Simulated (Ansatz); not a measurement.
Results of PBE0-D3(BJ) (Ansatz, an electronic-structure program, PAW) for α-N2.

### Question
Give the computed lattice energy and volume per molecule.

### Answer

lattice energy: 10 kJ/mol
volume per molecule: 44.47 Å³
